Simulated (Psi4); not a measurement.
# OH− (hydroxide) at B3LYP/6-31G(d) (Cartesian functions)

Aim: the vertical ionisation energy of OH− (hydroxide) at B3LYP/6-31G* (Cartesian functions), from 2 runs. 

Program for the calculation: Psi4 1.11.

1 further run of the same task is left out (set aside as unsound or not needed).

**1. The system as given**

OH−: 2 atoms, total charge -1, spin state singlet. As SMILES, `[OH-]`. Geometry: relaxed at PBE0-D4/def2-TZVPD.

Bond lengths: O1–H2 0.964 Å.

**2. Energy and gradient at B3LYP/6-31G(d) (Cartesian functions)**

Contents of ho.xyz:

```xyz
2
HO
O      0.411800    -0.131800     0.212500
H     -0.411800     0.131800    -0.212500
```

Contents of ho.py:

```python
import psi4

psi4.set_memory(1600000000)
psi4.set_num_threads(1)
psi4.set_output_file('ho.out', False)

with open('ho.xyz') as f:
    atoms = ''.join(f.readlines()[2:])
m = psi4.geometry('-1 1\n' + atoms + 'symmetry c1')

psi4.set_options({
    'basis': '6-31G*',
    'puream': False,
    'e_convergence': 1e-09,
    'd_convergence': 1e-08,
    'scf_type': 'pk',
    'dft_radial_points': 99,
    'dft_spherical_points': 590,
})

e, wfn = psi4.gradient('B3LYP', return_wfn=True)
psi4.oeprop(wfn, 'DIPOLE', 'WIBERG_LOWDIN_INDICES', 'MULLIKEN_CHARGES', title='B3LYP')
print('gradient / Eh bohr^-1')
print(e.np.round(6))
print(f'energy = {wfn.energy():.10f} Eh')
for k, v in sorted(psi4.core.scalar_variables().items()):
    print(f'{k:45s} {v:18.10f}')
```

The run is started by

```
$ python ho.py
```

ho.out:

```text
[...]
  Running in c1 symmetry.
[...]
  Nuclear repulsion =    4.393567039872164
[...]
  Multiplicity = 1
[...]
  Nalpha       = 5
  Nbeta        = 5
[...]
    Number of basis functions: 17
[...]
   @RKS iter   1:   -75.43002832193201   -8.47646e-02   5.13020e-02 ADIIS/DIIS
[...]
   @RKS iter   9:   -75.72032326364005    0.00000e+00   2.13098e-10 DIIS
[...]
    Orbital Energies [Eh]
    ---------------------
    Doubly Occupied:
       1A    -18.660271     2A     -0.486637     3A      0.006099
       4A      0.162099     5A      0.162099
[...]
  @RKS Final Energy:   -75.72032326364005
   => Energetics <=
    Nuclear Repulsion Energy =              4.3935670398721642
    One-Electron Energy =                -117.2116031278448531
    Two-Electron Energy =                  44.5944165596864224
    DFT Exchange-Correlation Energy =      -7.4967037353537869
    Empirical Dispersion Energy =           0.0000000000000000
    VV10 Nonlocal Energy =                  0.0000000000000000
    Total Energy =                        -75.7203232636400543
[...]
  -Total Gradient:
     Atom            X                  Y                   Z
    ------   -----------------  -----------------  -----------------
       1        0.000000000000    -0.000000000000    -0.020612675185
       2       -0.000000000000     0.000000000000     0.020612814383
[...]
 Multipole Moments:
 ------------------------------------------------------------------------------------
     Multipole            Electronic (a.u.)      Nuclear  (a.u.)        Total (a.u.)
 ------------------------------------------------------------------------------------
 L = 1.  Multiply by 2.5417464519 to convert [e a0] to [Debye]
 Dipole X            :          0.0000000           -0.0000000            0.0000000
 Dipole Y            :          0.0000000           -0.0000000            0.0000000
 Dipole Z            :          0.4593983           -0.8494811           -0.3900828
 Magnitude           :                                                    0.3900828
[...]
  Mulliken Charges: (a.u.)
   Center  Symbol    Alpha    Beta     Spin     Total
       1     O     4.57785  4.57785  0.00000 -1.15570
       2     H     0.42215  0.42215  0.00000  0.15570
   Total alpha =  5.00000, Total beta =  5.00000, Total charge = -1.00000
  Wiberg Bond Indices using Orthogonal Lowdin Orbitals:
[...]
```

On the terminal:

```text
Memory set to   1.490 GiB by Python driver.
  Threads set to 1 by Python driver.
gradient / Eh bohr^-1
[[ 0.       -0.       -0.020613]
 [-0.        0.        0.020613]]
energy = -75.7203232636 Eh
CURRENT ENERGY                                    -75.7203232636
CURRENT REFERENCE ENERGY                          -75.7203232636
DD SOLVATION ENERGY                                 0.0000000000
DFT FUNCTIONAL TOTAL ENERGY                       -75.7203232636
DFT TOTAL ENERGY                                  -75.7203232636
DFT VV10 ENERGY                                     0.0000000000
DFT XC ENERGY                                      -7.4967037354
GRID ELECTRONS ALPHA                                5.0000000012
GRID ELECTRONS BETA                                 5.0000000012
GRID ELECTRONS TOTAL                               10.0000000023
NUCLEAR REPULSION ENERGY                            4.3935670399
ONE-ELECTRON ENERGY                              -117.2116031278
PCM POLARIZATION ENERGY                             0.0000000000
PE ENERGY                                           0.0000000000
SCF ITERATION ENERGY                              -75.7203232636
SCF ITERATIONS                                      9.0000000000
SCF TOTAL ENERGY                                  -75.7203232636
TWO-ELECTRON ENERGY                                44.5944165597
XC GRID RADIAL POINTS                              99.0000000000
XC GRID SPHERICAL POINTS                          590.0000000000
XC GRID TOTAL POINTS                           112478.0000000000
```

Wall time 6.6 s (1 thread of Intel Xeon Platinum 8175M at 2.50GHz (Skylake/Cascade Lake), shared host); peak memory 0.27 GiB.

**3. Doublet neutral OH, same level**

Contents of calc.dat:

```
memory 1.6 GB

molecule {
  0 2
  O
  H 1 R2

  R2 = 0.963549
  symmetry c1
  no_reorient
  no_com
}

set globals {
  basis 6-31G*
  reference uks
  puream false
  e_convergence 1e-09
  d_convergence 1e-08
  scf_type pk
  dft_radial_points 99
  dft_spherical_points 590
  maxiter 200
}

result = gradient('b3lyp')
```

The run is started by

```
$ psi4 -n 1 calc.dat calc.out
```

calc.out:

```text
[...]
  Running in c1 symmetry.
[...]
  Nuclear repulsion =    4.393567618626557
[...]
  Multiplicity = 2
[...]
  Nalpha       = 5
  Nbeta        = 4
[...]
    Number of basis functions: 17
[...]
   @UKS iter   1:   -75.67991170497747   -3.34648e-01   1.91980e-02 DIIS/ADIIS
[...]
   @UKS iter   9:   -75.72312013141786   -3.15481e-12   9.01631e-09 DIIS
[...]
   @S^2 Observed:                7.518893423E-01
[...]
    Orbital Energies [Eh]
    ---------------------
    Alpha Occupied:
       1A    -19.212144     2A     -1.012512     3A     -0.469772
       4A     -0.404678     5A     -0.329625
    Alpha Virtual:
       6A      0.074975     7A      0.782604     8A      0.815979
       9A      0.839649    10A      0.864499    11A      1.083903
      12A      1.688018    13A      1.736585    14A      1.751096
      15A      1.751176    16A      2.420884    17A      3.366355
    Beta Occupied:
[...]
  @UKS Final Energy:   -75.72312013141786
   => Energetics <=
    Nuclear Repulsion Energy =              4.3935676186265571
    One-Electron Energy =                -112.7581369629264145
    Two-Electron Energy =                  39.8362446766736511
    DFT Exchange-Correlation Energy =      -7.1947954637916443
    Empirical Dispersion Energy =           0.0000000000000000
    VV10 Nonlocal Energy =                  0.0000000000000000
    Total Energy =                        -75.7231201314178577
[...]
 Multipole Moments:
 ------------------------------------------------------------------------------------
     Multipole            Electronic (a.u.)      Nuclear  (a.u.)        Total (a.u.)
 ------------------------------------------------------------------------------------
 L = 1.  Multiply by 2.5417464519 to convert [e a0] to [Debye]
 Dipole X            :         -0.0000000            0.0000000           -0.0000000
 Dipole Y            :          0.0000000            0.0000000            0.0000000
 Dipole Z            :         -0.1596745            0.8494810            0.6898065
 Magnitude           :                                                    0.6898065
[...]
  -Total Gradient:
     Atom            X                  Y                   Z
    ------   -----------------  -----------------  -----------------
       1       -0.000000000000     0.000000000000     0.018655601241
       2       -0.000000000000    -0.000000000000    -0.018655718697
[...]
```

Run time: 9.9 s. Hardware: 1 thread of Intel Xeon Platinum 8175M at 2.50GHz (Skylake/Cascade Lake), shared host; peak memory 0.27 GiB.

**4. Summary of results**

At B3LYP/6-31G* (Cartesian functions):

```
                                                          quantity         value
                                         singlet OH−: total energy  -75.72032 Eh
                                          singlet OH−: HOMO energy       4.41 eV
                                          singlet OH−: LUMO energy      11.37 eV
singlet OH−: HOMO–LUMO gap (to an unbound level, set by the basis)       6.96 eV
                             singlet OH−: largest force on an atom    1.060 eV/Å
                                  doublet neutral OH: total energy  -75.72312 Eh
                                 doublet neutral OH: dipole moment        1.75 D
            doublet neutral OH: HOMO energy (highest over α and β)      -8.24 eV
             doublet neutral OH: LUMO energy (lowest over α and β)      -4.20 eV
                                          doublet neutral OH: ⟨S²⟩         0.752
                      doublet neutral OH: largest force on an atom    0.959 eV/Å
               vertical detachment energy (to the doublet neutral)     -0.076 eV
```

**Reading.** The species is unbound against losing an electron at this level, by 0.08 eV (−7.3 kJ/mol); missing correlation or diffuse functions can give that sign where the real anion is bound. The largest force (singlet OH−) is 1.06 eV/Å: the shape isn't a stationary point for this species at this level. The HOMO (singlet OH−) lies at positive energy, 4.41 eV; only total energies tell whether the electron is bound.
